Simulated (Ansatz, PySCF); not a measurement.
**Cohesive energy of some III–V compounds**

Method: PBE (Ansatz, a quantum-chemistry and plane-wave program, PySCF; the runs differ in potentials, basis or settings). References are measured values corrected to a static lattice or taken at low temperature (these still hold zero-point motion). The table is a random draw of 6 from 7 solids with such references.

Values in eV/atom.

```json
[
 {"solid": "wurtzite AlN", "reference": "5.85", "PBE": "5.73", "error (eV/atom)": "-0.12"},
 {"solid": "zinc-blende GaAs", "reference": "3.34", "PBE": "3.15", "error (eV/atom)": "-0.19"},
 {"solid": "cubic BN", "reference": "6.76", "PBE": "6.92", "error (eV/atom)": "+0.16"},
 {"solid": "zinc-blende GaSb", "reference": "3.03", "PBE": "2.82", "error (eV/atom)": "-0.21"},
 {"solid": "zinc-blende BP", "reference": "5.14", "PBE": "5.29", "error (eV/atom)": "+0.15"},
 {"solid": "zinc-blende AlP", "reference": "4.32 (4.20–4.32)", "PBE": "4.07", "error (eV/atom)": "-0.25"}
]
```

Over these 6 solids the mean error is -0.08 eV/atom, the mean absolute error 0.18 eV/atom (median 0.18 eV/atom), and the worst case zinc-blende AlP at -0.25 eV/atom; the value is too low in 4 of 6 cases. Over all 7 the mean error is -0.10 eV/atom and the mean absolute error 0.19 eV/atom (median 0.19 eV/atom).

All these references are brought to a static lattice.

Spin–orbit coupling is left out, also for the solids with elements from indium on (zinc-blende GaSb); its size isn't shown.

Brackets give the range of our sources, which can hold other temperatures.

Differences are worked out from the printed values.

Free atoms are spin-polarised, in the lowest state found; at levels without +SOC their spin–orbit coupling is left out. The solid named is at each level's own relaxed cell; a reference phase can be a single point on another level's cell. Ansatz's density-functional and Hartree–Fock values are scalar-relativistic unless marked +SOC, with PAW data made under PBE.

Not in this set, of the III–V compounds with a reference value in our tables and a result at some level: 2 for sources at odds (zinc-blende AlAs, zinc-blende InAs); 2 for spin–orbit terms of free atoms that are large (Br, In, Sn, Te, I, elements past barium) (zinc-blende InP, zinc-blende InSb); 1 for a reference at room or unstated temperature (wurtzite GaN). These can be a level's worst cases. At least 1 more with a reference value is held back for tests. Layered and molecular crystals are counted apart.

References as tabulated in Mejia-Rodriguez and Trickey (2018), arXiv:1807.09216; Paulus et al. (1996), arXiv:cond-mat/9605064. Worked out here from the CRC Handbook's enthalpies at 298 K, with a Debye model for the thermal and zero-point parts: AlN.
